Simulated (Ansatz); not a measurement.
**Nb: relativistic levels of theory**

Aim: hold the cell of Nb and change the physics step by step: no relativity; spin-orbit coupling on; point nuclei.

Computed with Ansatz 0.2.0 (DFT, at the level named in each step, unless a step's input says otherwise).

1 further run of the same task is left out (set aside as unsound or not needed).

## Step 1: The starting structure

It takes space group Im-3m (No. 229, cubic). The conventional cell has a = 3.310 Å, b = 3.310 Å, c = 3.310 Å, α = 90.00°, β = 90.00°, γ = 90.00°. Around Nb (site symmetry m-3m) lie 8 Nb at 2.87 Å.

Structure file:

```cif
data_structure
_symmetry_space_group_name_H-M 'Im-3m'
_symmetry_Int_Tables_number 229
_cell_length_a 3.3098
_cell_length_b 3.3098
_cell_length_c 3.3098
_cell_angle_alpha 90.000
_cell_angle_beta 90.000
_cell_angle_gamma 90.000
_cell_volume 36.26
loop_
_atom_site_label
_atom_site_type_symbol
_atom_site_symmetry_multiplicity
_atom_site_Wyckoff_symbol
_atom_site_fract_x
_atom_site_fract_y
_atom_site_fract_z
_atom_site_occupancy
Nb1 Nb 2 a 0.00000 0.00000 0.00000 1
```

The file gives the conventional cell by its symmetry; the runs use the cell typed in the input.

The structure (bcc type) was typed from a prototype and relaxed by PAW; whether it is the ground state wasn't tested.

## Step 2: No relativity, LAPW

Input file input.yaml:

```yaml
crystal:
  lattice:
    - [-1.6549121188, 1.6549121188, 1.6549121188]
    - [1.6549121188, -1.6549121188, 1.6549121188]
    - [1.6549121188, 1.6549121188, -1.6549121188]
  atoms:
    - { symbol: Nb, position: [0.0, 0.0, 0.0] }
kpoints:
  mp_grid: { grid: [16, 16, 16] }
  band_path:
    path:
      - [0.0, 0.0, 0.0]
      - [0.5, -0.5, 0.5]
      - [0.0, 0.0, 0.5]
      - [0.0, 0.0, 0.0]
      - [0.25, 0.25, 0.25]
      - [0.5, -0.5, 0.5]
      - [0.25, 0.25, 0.25]
      - [0.0, 0.0, 0.5]
    npoints: 5
scf:
  occupations: { method: fermi_dirac, width: 0.08 }
hamiltonian:
  xc: pbe
  pseudopotentials:
    kind: all_electron
    lapw: { basis_error: 0.001 }
    relativity: none
output:
  forces: true
  stress: true
  eigenvalues: true
```

## Step 3: Spin-orbit coupling on, LAPW

input.yaml: that of step 2 with these lines changed.

```diff
@@ -24,6 +24,3 @@
   xc: pbe
-  pseudopotentials:
-    kind: all_electron
-    lapw: { basis_error: 0.001 }
-    relativity: none
+  pseudopotentials: { kind: all_electron, lapw: { basis_error: 0.001 } }
 output:
@@ -32 +29,4 @@
   eigenvalues: true
+magnetization:
+  noncollinear: true
+  spin_orbit: true
```

## Step 4: Spin-orbit coupling on, PAW

input.yaml: that of step 3 with these lines changed.

```diff
@@ -24,3 +24,3 @@
   xc: pbe
-  pseudopotentials: { kind: all_electron, lapw: { basis_error: 0.001 } }
+  pseudopotentials: { kind: paw_fr }
 output:
@@ -29,2 +29,3 @@
   eigenvalues: true
+  efg: { contact_densities: true }
 magnetization:
```

## Step 5: Point nuclei, LAPW

Input file input.yaml:

```yaml
crystal:
  lattice:
    - [-1.6549121188, 1.6549121188, 1.6549121188]
    - [1.6549121188, -1.6549121188, 1.6549121188]
    - [1.6549121188, 1.6549121188, -1.6549121188]
  atoms:
    - { symbol: Nb, position: [0.0, 0.0, 0.0] }
kpoints:
  mp_grid: { grid: [16, 16, 16] }
scf:
  occupations: { method: fermi_dirac, width: 0.08 }
hamiltonian:
  xc: pbe
  pseudopotentials:
    kind: all_electron
    lapw: { basis_error: 0.001 }
    nuclear_model: point
output:
  forces: true
  stress: true
  eigenvalues: true
```

## Step 6: Point nuclei, crystal datasets

input.yaml: that of step 5 with these lines changed.

```diff
@@ -13,6 +13,3 @@
   xc: pbe
-  pseudopotentials:
-    kind: all_electron
-    lapw: { basis_error: 0.001 }
-    nuclear_model: point
+  pseudopotentials: { kind: all_electron, datasets: crystal, nuclear_model: point }
 output:
@@ -21 +18,2 @@
   eigenvalues: true
+  efg: { contact_densities: true }
```

(Steps that only read results are left out.)

Before running it: what results should come out? Wanted: pressure, no relativity, LAPW; pressure, spin-orbit coupling on, LAPW; pressure, point nuclei, LAPW.

The runs gave:

| quantity | value |
| --- | --- |
| pressure, no relativity, LAPW | 0.57 GPa |
| pressure, spin-orbit coupling on, LAPW | 0.02 GPa |
| pressure, point nuclei, LAPW | -0.01 GPa |

In words: Going from no relativity to the scalar-relativistic run with point nuclei moves the pressure by -0.58 GPa; the heaviest element has Z = 41. From that run, spin-orbit coupling moves the pressure by +0.03 GPa. With spin-orbit coupling, PAW lies less than 0.01 GPa from LAPW in pressure.
